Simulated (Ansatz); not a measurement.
Two shapes of singlet C₂H(-).

Shape 1:

```xyz
3

H     0.0045    0.0233   -1.6188
C    -0.0146    0.0460   -0.5069
C    -0.0062    0.0449    0.7776
```

Shape 2:

```xyz
3

H     0.0000    0.0000   -1.4488
C     0.0000    0.0000   -0.4544
C     0.0000    0.0000    0.6959
```

Basis set: 6-31G* (spherical functions). Frozen core: 2 orbitals. Charge -1, multiplicity 1.

Computed with Ansatz (development build ahead of 0.2.0); each method stands on the lowest determinant of its kind that the runs found.

(1) Which shape is lower in energy, and by how much in each method?

Results:

(1)

| method | E(2) − E(1) (eV) |
| --- | --- |
| RHF | 0.270 |
| RHF-MP2 | 0.726 |

Shape 1 is lower. Caution: no diffuse functions for an anion; no unrestricted run beside it, a lower state can exist.
